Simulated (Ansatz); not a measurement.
Process, species as SMILES: [O+]#[Si-] (O-Si) + 3 [H][H] (H2) → O (H2O) + [SiH4] (SiH4)
B3LYP-D3(BJ)/def2-TZVP geometries, fixed; electronic energies without zero-point terms.

Effect of a fitting basis named in the input at r2SCAN/def2-TZVPP with Ansatz (a quantum-chemistry and plane-wave program), against the last row, where the energy of full hydrogenation is -40.89 kcal/mol. The default fits or decomposes integrals by the program's own choice; accuracy: high also tightens integrals, grids and stops.

```
setting                        largest shift of a total energy (mEh)  shift of the energy of full hydrogenation (kcal/mol)
-----------------------------  -------------------------------------  ----------------------------------------------------
fitting: def2-SV(P)-JKFIT                                     -0.042                                                 0.007
fitting: def2-universal-JKFIT                                 -0.042                                                 0.007
fitting: cc-pVTZ-JKFIT                                        -0.028                                                -0.015
fitting: cc-pVQZ-JKFIT                                        -0.010                                                -0.002
fitting: cc-pV5Z-JKFIT                                        -0.008                                                -0.002
fitting: def2-universal-JFIT                                  -0.168                                                 0.099
accuracy: high                                                 0.001                                                 0.000
accuracy: medium (default)                                     0.000                                                 0.000
```

Within 0.02 kcal/mol in the energy of full hydrogenation: fitting: def2-SV(P)-JKFIT; fitting: def2-universal-JKFIT; fitting: cc-pVTZ-JKFIT; fitting: cc-pVQZ-JKFIT; fitting: cc-pV5Z-JKFIT; accuracy: high. The largest shift is 0.168 mEh in a total energy and 0.099 kcal/mol in the difference.
